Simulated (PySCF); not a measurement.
# C5H8: the cost of one run

Programs: PySCF 2.14.0, with density-fitted response routines of our own. Each step states its level of theory. These are calculated values for one molecule, in the gas phase or a continuum, unless marked as measured. Atoms are numbered from 0 throughout.

## 1. The molecule as given

13 atoms, charge 0, multiplicity 1; geometry from: GFN2-xTB. The atoms were then displaced at random by about 0.01 Å, so the start is not that level's minimum.

Bonds of the start (Å): C0–C1 1.22, C1–C2 1.46, C2–C3 1.48, C2–C4 1.53, C0–H5 1.02, C2–H6 1.11, C3–H7 1.08, C3–H8 1.07, C3–H9 1.12, C4–H10 1.07, C4–H11 1.10, C4–H12 1.12.

## 2. Relaxing the molecule at PBE0-D3(BJ)/def2-TZVP

The job: settings as JSON, then the geometry in Å.

```
{"job": {"xc": "PBE0", "basis": "def2-TZVP", "d3": "d3bj", "grid": 2, "shake": 0.01, "kind": "geom"}, "charge": 0, "multiplicity": 1}
C      2.187070    -1.154900    -0.471630
C      1.185170    -0.596810    -0.041180
C     -0.025010     0.058710     0.457500
C     -1.204640    -0.784590     0.139370
C     -0.131520     1.455780    -0.148230
H      3.021730    -1.596230    -0.852190
H      0.101740     0.147360     1.556270
H     -1.129320    -1.773990     0.572930
H     -1.351100    -0.887920    -0.914970
H     -2.136390    -0.316480     0.550400
H     -0.230830     1.395890    -1.211110
H      0.755710     2.060660     0.103290
H     -1.036780     1.975630     0.249220
```

The run is started by

```
$ OMP_NUM_THREADS=1 python probes_run.py task.json out
```

The driver reads the jobs from task.json and runs them one after another.

**Question.** How long does this first job take on 1 thread of Intel Xeon 6975P-C, shared host, and how much memory does it need?

About 69 s, with a peak of 0.99 GiB.
